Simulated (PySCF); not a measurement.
## How methods differ on the ionisation energy of C

C [He] 2s2 2p2 (3P) → C+ [He] 2s2 2p1 (2P), as a difference of total energies. Computed with PySCF 2.14 in x2c-QZVPPall (7s4p3d2f1g, 57 functions), with the spin-free X2C one-electron Hamiltonian (Gaussian nucleus). Correlated levels: valence and next inner shell: nothing frozen. The calculations carry no spin-orbit coupling.

| method | ionisation energy (eV) |
| --- | --- |
| UHF | 10.796 |
| MP2 (valence and next inner shell) | 11.294 |
| SCS-MP2 (valence and next inner shell) | 11.155 |
| CCSD (valence and next inner shell) | 11.196 |
| CCSD(T) (valence and next inner shell) | 11.224 |

**Question.** How much does correlation contribute at CCSD(T) (valence and next inner shell)?

**Answer.** 11.224 − (10.796) = 0.428 eV, measured against UHF.

Errors of the correlated levels include the incompleteness of this basis.

For comparison: 11.262 eV (measured; NIST levels, between the centres of gravity of the two terms).
